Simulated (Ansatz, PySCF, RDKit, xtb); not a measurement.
# CH4AlF: a search for the lowest isomer

Given the formula CH4AlF and nothing else, which arrangement of the atoms is the most stable in the gas at 298.15 K, and what are its properties?

The funnel: GFN2-xTB relaxations, single points with a density functional, relaxations at r2SCAN-D4/def2-TZVP, harmonic vibrations, and a last energy at a higher level. All values are calculated.

4 further runs of the same task are left out: 4 set aside as unsound or not needed.

## 1. Possible bonding patterns

All bonding patterns within simple valence rules are listed by program: one Lewis structure each, at most two rings and one unusual centre or charged pair. O–O, O–halogen and N–halogen bonds and N–N–N chains are not drawn. That gives 2 candidates.

| label | SMILES | spin |
| --- | --- | --- |
| c289 | [CH3][AlH][F] | singlet |
| c922 | F[CH2][AlH2] | singlet |

Candidates are built by distance geometry, with a force field where one applies, in up to four conformers (letters a to d). 6 starts with atoms placed at random are added, to find patterns that the rules miss.

**Question.** With final energies at CCSD(T)/def2-TZVPP, which structure will this search put lowest in free energy, and by what margin?

| quantity | value |
| --- | --- |
| lowest structure found | [CH3][AlH][F], singlet, Cs |
| next finalist | [CH2]1[F][AlH2]1 ‡, singlet, 74.0 kcal/mol higher in G |
| share at equilibrium, among the finalists | 100.0 % |
| harmonic wavenumbers, lowest and highest (r2SCAN-D4/def2-TZVP) | 9 and 3115 cm⁻¹ |
| rotational constants, same geometry | 0.8238, 0.1973, 0.164 cm⁻¹ |
| dipole moment (PBE0/def2-TZVPD) | 1.87 D |
| HOMO energy (PBE0/def2-TZVPD) | -8.34 eV |
| LUMO energy (PBE0/def2-TZVPD) | -0.91 eV |
| HOMO–LUMO gap (PBE0/def2-TZVPD) | 7.43 eV |
| lowest excitation (TD-B3LYP/def2-SVPD) | 5.79 eV (f = 0.002) |
| strongest of the states computed, same level | 8.41 eV (f = 0.253) |
| lowest triplet excitation, same level, Tamm-Dancoff | 5.41 eV |
| vertical ionisation energy | 10.66 eV |
| vertical electron affinity | -0.57 eV (unbound: the value depends on the basis) |
| vertical triplet less singlet | +5.45 eV |

`[CH3][AlH][F]` comes out lowest. Among the finalists first place is clear (74.0 kcal/mol); structures outside the list aren't covered. r2SCAN-D4/def2-SVP, r2SCAN-D4/def2-TZVP, HF/def2-TZVPP and MP2/def2-TZVPP already put its bonding pattern lowest among the structures in one piece. Lowest found is not proven lowest: the search is finite, and each finalist counts with one conformer. Patterns outside the rules of the enumeration were met only by chance. The lowest isomer need not be the one that is made and kept in a bottle, which depends on barriers.

‡ marks the bonded skeleton alone, with all bonds drawn single: no Lewis structure was assigned that passes a check against the bond lengths.
